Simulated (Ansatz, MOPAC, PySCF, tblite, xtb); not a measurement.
System: CH₅, doublet: collinear hydrogen abstraction from CH4 by H. Scanned: breaking C-H distance and forming H-H distance. Other coordinates (H-C-H angle to the leaving hydrogen, spectator C-H length) were minimised at B3LYP/def2-SVP.

- GFN2-xTB, 300 K electronic temperature (tblite)
- UHF/cc-pVDZ (PySCF)
- B3LYP = unrestricted B3LYP/cc-pVDZ (PySCF 2.14.0)
- M06-2X = unrestricted M06-2X/cc-pVDZ in PySCF
- UKS-PBE/cc-pVDZ = unrestricted PBE/cc-pVDZ run with Ansatz (an electronic-structure program)
- MP2 on UHF/cc-pVDZ, 1 core orbital frozen (PySCF)
- CCSD on UHF/cc-pVDZ, 1 core orbital frozen (PySCF)
- CCSD(T) on UHF/cc-pVDZ, 1 core orbital frozen (PySCF)
- PM3, unrestricted, heats of formation (MOPAC)
- PM6, unrestricted, heats of formation (MOPAC)
- GFN1-xTB (xtb)
- UKS-B3LYP/6-31G* = unrestricted B3LYP/6-31G*, spherical d in PySCF
- UHF/LANL2DZ = unrestricted Hartree-Fock/LANL2DZ (PySCF)
- UHF/STO-3G = unrestricted Hartree-Fock/STO-3G (PySCF)
- UKS-B3LYP/3-21G = unrestricted B3LYP/3-21G (PySCF)

Energies in kJ/mol at chosen points (x: breaking C-H distance (Å); y: forming H-H distance (Å)), relative to x = 1.09, y = 2.22:

| method | (1.38, 1.85) | (2.51, 0.74) | (1.91, 1.85) | (2.18, 0.81) | (1.53, 0.67) | (1.38, 0.89) | (1.69, 1.55) |
|---|---|---|---|---|---|---|---|
| GFN2-xTB | 60.9 | 63.5 | 237.9 | 55.5 | 101.9 | 30.1 | 134.5 |
| UHF | 93.0 | 15.4 | 283.0 | 30.3 | 118.4 | 96.1 | 215.0 |
| B3LYP | 72.0 | 13.1 | 269.8 | 18.3 | 84.0 | 39.5 | 173.9 |
| M06-2X | 80.3 | 14.6 | 295.0 | 23.4 | 97.0 | 58.8 | 196.3 |
| UKS-PBE/cc-pVDZ | 67.6 | 29.6 | 261.9 | 31.2 | 92.6 | 38.6 | 167.2 |
| MP2 | 84.3 | 34.9 | 332.8 | 45.3 | 119.0 | 83.6 | 233.1 |
| CCSD | 79.2 | 15.2 | 288.1 | 24.5 | 102.3 | 66.2 | 199.1 |
| CCSD(T) | 77.7 | 17.8 | 283.0 | 26.8 | 103.0 | 65.1 | 195.8 |
| PM3 | 73.1 | -95.5 | 278.3 | -77.8 | -66.8 | -43.7 | 176.8 |
| PM6 | 78.0 | -151.3 | 318.2 | -144.1 | -59.2 | -66.7 | 210.3 |
| GFN1-xTB | 68.9 | 25.1 | 271.7 | 26.3 | 81.9 | 23.3 | 162.2 |
| UKS-B3LYP/6-31G* | 76.2 | 12.1 | 277.2 | 20.8 | 77.4 | 43.7 | 181.0 |
| UHF/LANL2DZ | 96.2 | 12.6 | 284.4 | 30.9 | 112.2 | 101.1 | 217.9 |
| UHF/STO-3G | 134.1 | -0.8 | 406.5 | 24.0 | 81.5 | 95.1 | 316.8 |
| UKS-B3LYP/3-21G | 74.5 | 14.6 | 278.5 | 21.3 | 76.4 | 40.8 | 179.2 |
